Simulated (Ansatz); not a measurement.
**Al₂HO (sextet): wave-function methods side by side, cc-pVDZ**

One table from this session's results is given with a row withheld; the runs are named, their logs left out.

Method: cc-pVDZ, core rule «outside noble gas», up to 11 orbitals frozen; program: Ansatz 0.2.0, Gaussian basis.

Plan: UHF; CCSD(T) on ROHF; CCSD(T) on UHF; BCCD(T) on ROHF; CISD; CCSDT(Q) on ROHF; CCSDT(Q) on UHF; CASSCF and MRCISD+Q, 13 electrons in 11 orbitals; CASSCF and NEVPT2, 13 electrons in 11 orbitals.

24 further runs of the same task are left out: 9 that didn't finish, 15 set aside as unsound or not needed.

### The system

The geometry is a PBE0/def2-TZVP stationary point (not a proven minimum) of the parent state, kept for this charge and spin.

4 atoms, charge 0, spin multiplicity 6.

Atoms are counted from 1 here; the program's logs count them from 0.

Bond lengths: Al1–Al2 2.344 Å, Al2–O3 1.647 Å, O3–H4 0.946 Å. Angles: Al1–Al2–O3 180.0°, Al2–O3–H4 180.0°.

Set-up of the first run:

in.yaml reads:

```yaml
crystal:
  periodic: [false, false, false]
  atoms:
    - {symbol: Al, position_ang: [0.000000, 0.000000, -2.818500]}
    - {symbol: Al, position_ang: [0.000000, 0.000000, -0.474100]}
    - {symbol: O, position_ang: [0.000000, 0.000000, 1.173400]}
    - {symbol: H, position_ang: [0.000000, 0.000000, 2.119200]}
basis:
  gaussian: {orbitals: cc-pVDZ}
magnetization: {spin_polarized: true, initial_magnetization: 5}
hamiltonian: {xc: hf}
output: {orbitals: {seedname: orbitals}}
```

Command:

```bash
> ansatz run in.yaml --threads 1 --pin off --events-out ev --progress --plain --max-ram 2393MiB
```

Among the steps run: UHF; CCSD(T) on ROHF; CCSD(T) on UHF; BCCD(T) on ROHF; CISD; CCSDT(Q) on ROHF; CCSDT(Q) on UHF; CASSCF and MRCISD+Q, 13 electrons in 11 orbitals; CASSCF and NEVPT2, 13 electrons in 11 orbitals.

One of the session's tables, all rows but one given; the rest of the session is left out.

It belongs to the step «Misses and costs». 

| method | from UCCSDT(Q) (meV) |
| --- | --- |
| ROHF | +7189.6 |
| UHF | +7164.3 |
| RMP2 | +633.5 |
| UMP2 | +621.7 |
| CISD | ? |
| RCCSD | +222.9 |
| UCCSD | +222.6 |
| RCCSD(T) | +45.6 |
| UCCSD(T) | +44.4 |
| BCCD(T) | +43.2 |
| RCCSDT | +23.1 |
| UCCSDT | +22.3 |
| RCCSDT(Q) | +4.4 |
| UCCSDT(Q) | 0 |

**Question.** Estimate the row for CISD.

The run gave: from UCCSDT(Q) (meV): +746.1. In the column «from UCCSDT(Q) (meV)» it lies between RMP2 (+633.5) and UHF (+7164.3).

Left out of the table: CASSCF frontier, NEVPT2 frontier, MRCISD frontier, MRCISD+Q frontier (the active space lost an orbital or holds another state than full CI finds).

Limits of these values: Restricted and unrestricted rows rest on different reference determinants; where their highest levels disagree by more than a few hundredths of an eV, they describe different states and don't form one ladder. Warnings in the runs' records: passed over end.
